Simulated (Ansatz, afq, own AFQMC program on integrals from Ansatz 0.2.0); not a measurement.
## Where AFQMC and coupled cluster stand for CH₅, doublet

```xyz
6

C    -0.1297    0.0000    0.0000
H    -0.4929    1.0273    0.0000
H    -0.4929   -0.5137    0.8897
H    -0.4929   -0.5137   -0.8897
H     1.0393    0.0000    0.0000
H     1.9843    0.0000    0.0000
```

Basis cc-pVTZ. Only valence electrons are correlated. Integrals, coupled cluster, full CI and functionals: Ansatz 0.2.0; the random walks run on the same integrals in our own AFQMC program. ph-AFQMC/CISD is guided by a CISD state made of CCSD amplitudes; releasing the constraint for a short imaginary time cuts its bias at the price of noise, slowly where states lie close. Uncertainties: one standard error, sampling alone.

Determinant: UHF, the one that the program's search chose, which needn't be the lowest solution. The geometry is a point of a scan.

No full CI on the walks' own integrals is used here; CCSDT(Q) serves as the reference and is uncertain by about the last step of the cluster series.

The T1 diagnostic is 0.0114 and the weight of the determinant in the CISD state is 0.917. The ⟨S²⟩ of the determinant is 0.770 and the size of the correlated space is 9 electrons in 99 orbitals.

| level | correlation energy (eV) |
| --- | --- |
| MP2 | -5.6588 |
| CCSD | -6.3074 |
| CCSD(T) | -6.4980 |

(1) Estimate where AFQMC with the constraint released lies against CCSD(T) on the same integrals.

(1) 2.3 ± 0.5 kJ/mol below CCSD(T).

Reference: CCSDT(Q), correlation energy -6.517 eV. The released energy is read at 2.40 1/Eh (meV from the phaseless value at times in 1/Eh: -5.9 ± 2.2 at 0.24, -5.2 ± 1.7 at 0.51, -6.2 ± 2.4 at 0.99, -14 ± 4 at 1.62, -11 ± 5 at 2.40).

| level | E − E(reference) (kJ/mol) | share of correlation (%) |
| --- | --- | --- |
| CCSD(T) | 1.9 | 99.70 |
| CCSDT | 0.5 | 99.92 |
| ph-AFQMC/CISD | 0.7 ± 0.5 | 99.90 |
| released AFQMC | -0.4 ± 0.5 | 100.06 |

A walk keeps the symmetry of its determinant, which the program's search chose and which needn't be the lowest solution, so a lower state of the same spin and another symmetry isn't excluded. Released energies are given only where the last usable release times agree within the noise; a slower fall can still hide under it.
